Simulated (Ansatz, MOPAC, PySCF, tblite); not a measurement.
Potential energy surface of F4Si, singlet: flattening of a tetrahedron along the D2d path, bond length relaxed. Scanned: the two opposite F-Si-F angles (109.47 = tetrahedral, 180 = square planar). Other coordinates (Si-F bond length) were minimised at PBE0/def2-TZVP.

Methods: PM6, restricted, heats of formation (MOPAC); RHF/STO-3G = restricted Hartree-Fock/STO-3G (PySCF 2.14.0); GFN2-xTB, 300 K electronic temperature (tblite); CCSD(T)/aug-cc-pVTZ = CCSD(T) on RHF/aug-cc-pVTZ, frozen core (Ansatz, a program for electronic structure).

Energies relative to the lowest point of each profile, in kJ/mol; the last columns give the difference from CCSD(T):

```
a / °     PM6  RHF/STO-3G  GFN2-xTB  CCSD(T)/aug-cc-pVTZ  PM6 − CCSD(T)/aug-cc-pVTZ  RHF/STO-3G − CCSD(T)/aug-cc-pVTZ  GFN2-xTB − CCSD(T)/aug-cc-pVTZ
------  -----  ----------  --------  -------------------  -------------------------  --------------------------------  ------------------------------
90       46.2        85.5      40.8                 80.4                      -34.2                               5.1                           -39.6
96.50    19.7        35.3      15.6                 32.5                      -12.8                               2.9                           -16.9
101.50    7.4        12.6       5.3                 11.5                       -4.1                               1.1                            -6.2
106.34    1.1         1.9       0.8                  1.7                       -0.6                               0.2                            -0.9
109.47    0.0         0.0       0.0                  0.0                        0.0                               0.0                             0.0
116.50    5.6         8.3       3.3                  7.6                       -2.0                               0.8                            -4.3
123      20.2        28.3      11.2                 26.0                       -5.8                               2.3                           -14.8
133      57.6        75.2      30.2                 69.8                      -12.2                               5.4                           -39.6
143     107.3       133.6      54.7                124.0                      -16.7                               9.6                           -69.3
153     160.8       194.7      80.7                179.7                      -18.9                              14.9                           -99.0
163     207.8       248.2     103.3                227.4                      -19.6                              20.8                          -124.1
173     237.8       283.0     117.6                257.5                      -19.7                              25.5                          -139.9
180     244.4       290.8     120.7                264.1                      -19.7                              26.7                          -143.4
```

PM6 is furthest from CCSD(T)/aug-cc-pVTZ at 90 (-34.2 kJ/mol, below); its mean absolute difference over the points is 12.8 kJ/mol.

RHF/STO-3G is furthest from CCSD(T)/aug-cc-pVTZ at 180 (26.7 kJ/mol, above); its mean absolute difference over the points is 8.9 kJ/mol.

GFN2-xTB is furthest from CCSD(T)/aug-cc-pVTZ at 180 (-143.4 kJ/mol, below); its mean absolute difference over the points is 53.7 kJ/mol.
